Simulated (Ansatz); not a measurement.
[SiH5]- (SiH5⁻): single points at one geometry.

```yaml
crystal:
  periodic: [false, false, false]
  atoms:
    - {symbol: Si, position_ang: [0.000005, 0.000001, -0.000004]}
    - {symbol: H, position_ang: [-0.020515, -0.007913, 1.621966]}
    - {symbol: H, position_ang: [0.020567, 0.007904, -1.621983]}
    - {symbol: H, position_ang: [1.532304, 0.012866, 0.019467]}
    - {symbol: H, position_ang: [-0.777393, 1.320652, -0.003342]}
    - {symbol: H, position_ang: [-0.754957, -1.333509, -0.016104]}
basis:
  gaussian: {orbitals: 6-31G}
total_charge: -1
hamiltonian: {xc: hf}
scf: {omitted_lower_state_checks: [starts]}
output: {orbitals: {seedname: orbitals}}
```

The file start.molden holds the orbitals of an earlier run on this structure, at another level or in another basis.

```sh
$ ansatz run in.yaml --threads 4 --pin off --events-out ev --progress --plain --max-ram 3916MiB
```

Shortened log:

```
Functional definition: HF
300 factors; integrals over basis functions are off by at most 1.9e-4 eV
mean field evaluation 1: about -7935.9765 eV, gradient 1.0e1 eV
mean field evaluation 2: about -7935.9794 eV, gradient 1.0e1 eV
mean field evaluation 4: about -7936.4986 eV, gradient 4.7e-1 eV
mean field evaluation 8: about -7936.5004 eV, gradient 7.0e-6 eV
mean field -7936.50038602 eV, -291.6610096330 hartree, gradient 9.8e-6 eV, S^2 0.000000; 0 other end points of the search recorded, 0 dependent functions left out
reference -7936.50038602 eV, -291.6610096330 hartree; 10, 10 occupied and 13, 13 virtual orbitals, 300 factors
Total energy: -7936.50038602 eV, -291.6610096330 hartree
Checks for a lower state left out: starts
```

The first input with `gaussian: {orbitals: def2-TZVPD, initial_orbitals: start.molden}`, `correlation: {method: mp2}` and without the key `hamiltonian` (abridged; 0.2 s):

```
Functional definition: HF
mean field -7939.42895188 eV, -291.7686324435 hartree, gradient 1.4e-6 eV, S^2 0.000000
5 core orbitals not correlated: weight in the atoms' cores, before any rotation towards them, 1.000 or more for the frozen orbitals, at most 0.000 for the correlated occupied ones
second order -4.64740410 eV of doubles, -0.00000000 eV of singles
Total energy: -7944.07635599 eV, -291.9394213942 hartree
Checks for a lower state left out: starts
```

The first input with `gaussian: {orbitals: def2-TZVPD, initial_orbitals: start.molden}`, `hamiltonian: {xc: {name: LC-wPBE, parameters: {omega: 0.1/bohr}}}` (abridged; 0.45 s):

```
Functional definition: LC-wPBE
mean field -7954.30600373 eV, -292.3153540147 hartree, gradient 1.5e-5 eV, S^2 0.000000
Total energy: -7954.30600385 eV, -292.3153540194 hartree
Checks for a lower state left out: starts
```

First input, but with `gaussian: {orbitals: def2-TZVPD, initial_orbitals: start.molden}`, `hamiltonian: {xc: {name: B97M-V}}` (abridged; 1.1 s):

```
Functional definition: B97M-V
mean field -7956.20942794 eV, -292.3853035645 hartree, gradient 1.1e-5 eV, S^2 0.000000
Total energy: -7956.20948977 eV, -292.3853058367 hartree
Checks for a lower state left out: starts
```

First input, but with `gaussian: {orbitals: def2-TZVPD, initial_orbitals: start.molden}`, `hamiltonian: {xc: {name: wB97M-V}}` (abridged; 0.95 s):

```
Functional definition: wB97M-V
mean field -7956.70253215 eV, -292.4034248098 hartree, gradient 8.7e-5 eV, S^2 0.000000
Total energy: -7956.70258331 eV, -292.4034266901 hartree
Checks for a lower state left out: starts
```

The first input with `gaussian: {orbitals: def2-TZVPD, initial_orbitals: start.molden}`, `hamiltonian: {xc: r2scan, dispersion: d4}` (abridged; 0.65 s):

```
Functional definition: r2SCAN
mean field -7957.09490269 eV, -292.4178441613 hartree, gradient 1.6e-5 eV, S^2 0.000000
Total energy: -7957.12158008 eV, -292.4188245374 hartree
Checks for a lower state left out: starts
```

The first input with `gaussian: {orbitals: def2-TZVPD, initial_orbitals: start.molden}`, `hamiltonian: {xc: {name: CAM-B3LYP}, dispersion: d4}` (abridged; 0.35 s):

```
Functional definition: CAM-B3LYP
mean field -7958.09245514 eV, -292.4545035378 hartree, gradient 1.6e-5 eV, S^2 0.000000
Total energy: -7958.18300279 eV, -292.4578311025 hartree
Checks for a lower state left out: starts
```

Geometry: PBE0-D4/def2-TZVPD.

Correlated methods freeze 5 core orbitals. At B97M-V/def2-TZVPD, r2SCAN-D4/def2-TZVPD the highest occupied level of the charge -1 singlet lies above zero (up to 0.96 eV). By energy differences its removal costs 1.85 eV (vertical, to the charge 0 doublet, at r2SCAN-D4/def2-TZVPD); a positive level beside a positive removal energy at the same level points to self-interaction error.
